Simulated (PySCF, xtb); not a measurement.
Homolysis of single bonds, series Al F-Br. All species are isolated molecules in the gas phase. Strings in code marks are SMILES.

Quantity: homolytic bond dissociation enthalpy at 298 K (no spin–orbit term), in kcal/mol. Enthalpy corrections at 298 K come from GFN2-xTB frequencies (xtb).

Level 1: PBE-D3(BJ)/def2-TZVP // PBE0-D3(BJ)/def2-TZVP (PySCF)
Level 2: BP86/6-31G* // PBE0-D3(BJ)/def2-TZVP (PySCF)
Level 3: PBE/6-31G* // PBE0-D3(BJ)/def2-TZVP (PySCF)
Level 4: frozen-core MP2/6-31G* // PBE0-D3(BJ)/def2-TZVP (PySCF)

```json
[
 {"species": "Al–Br bond of `[F][Al]([F])[Br]`, giving `[Br]` and `[F][Al][F]`", "level 1": "100.0", "level 2": "[?]", "level 3": "100.6", "level 4": "100.7"},
 {"species": "F–Al bond of `[F][Al]([F])[F]`, giving `[F]` and `[F][Al][F]`", "level 1": "151.5", "level 2": "150.8", "level 3": "[?]", "level 4": "153.9"},
 {"species": "F–Al bond of `[F][Al]([F])[Br]`, giving `[F]` and `[F][Al][Br]`", "level 1": "150.7", "level 2": "149.5", "level 3": "[?]", "level 4": "152.7"}
]
```

**Question.** What belongs in the gaps?

**Answer.** 
- Al–Br bond of `[F][Al]([F])[Br]`, giving `[Br]` and `[F][Al][F]`, level 2: 99.6
- F–Al bond of `[F][Al]([F])[F]`, giving `[F]` and `[F][Al][F]`, level 3: 151.4
- F–Al bond of `[F][Al]([F])[Br]`, giving `[F]` and `[F][Al][Br]`, level 3: 150.5
